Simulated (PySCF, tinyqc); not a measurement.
Inside a calculation. Method: harmonic frequencies on the RHF/sto-6g surface (energies and gradients from PySCF), for BH, spin multiplicity 1. The lowest restricted solution is unstable here: a spin-polarised one lies 0.0128 hartree lower (PySCF). Computed by tinyqc, a small Python program that keeps every step (integrals from PySCF). Settings: charge = 0, multiplicity = 1, basis = sto-6g, delta = 0.005. Command: `OMP_NUM_THREADS=1 python tinyqc.py 29843 29844 out.jsonl` (the two numbers bound the seeds that draw the settings). One thread of a shared host (Intel(R) Xeon(R) Processor @ 2.60GHz), about 1 s of CPU time with the checks.

## One row of the Hessian: 1Bz

optimised positions (bohr):
```
           x         y         z
1B  0.000000  0.000000  0.181147
2H  0.000000  0.000000  2.456911
```

gradient at +delta (hartree/bohr):
```
             x           y            z
1B  0.00000000  0.00000000   0.00152785
2H  0.00000000  0.00000000  -0.00152785
```

gradient at -delta (hartree/bohr):
```
             x           y            z
1B  0.00000000  0.00000000  -0.00150914
2H  0.00000000  0.00000000   0.00150914
```

Displace 1Bz by +/-0.005 bohr; H(k, :) = (g(+) - g(-)) / (2 delta).

row of the Hessian (hartree/bohr^2): 1Bx 0.00000000, 1By 0.00000000, 1Bz 0.30369953, 2Hx 0.00000000, 2Hy 0.00000000, 2Hz -0.30369953

## Hessian by finite differences

All rows are made in the same way, and the matrix is symmetrised.

Hessian (symmetrised) (hartree/bohr^2), lower triangle:
```
             1Bx          1By          1Bz         2Hx         2Hy         2Hz
1Bx   0.00000034
1By   0.00000000   0.00000034
1Bz   0.00000000   0.00000000   0.30369953
2Hx  -0.00000034   0.00000000   0.00000000  0.00000034
2Hy   0.00000000  -0.00000034   0.00000000  0.00000000  0.00000034
2Hz   0.00000000   0.00000000  -0.30369953  0.00000000  0.00000000  0.30369953
```

## Normal modes

masses (u): 1B 11.009305, 2H 1.007825

Diagonalise H_ij / sqrt(m_i m_j); the 5 smallest eigenvalues belong to translations and rotations; wavenumber = sqrt(eigenvalue / 1822.888) x 219474.63; each mode has its largest component positive (the first on a tie); zero-point energy = sum of wavenumbers / 2, with 349.755 1/cm per kcal/mol.

eigenvalues of the mass-weighted Hessian (hartree/(bohr^2 u)): 0.000000  0.000000  0.000000  0.000000  0.000000  0.328927

harmonic wavenumbers of the vibrations (1/cm): 2948.2

mass-weighted modes:
```
        mode 1
1Bx   0.000000
1By   0.000000
1Bz  -0.289596
2Hx   0.000000
2Hy   0.000000
2Hz   0.957149
```

zero-point energy = 4.214637 kcal/mol
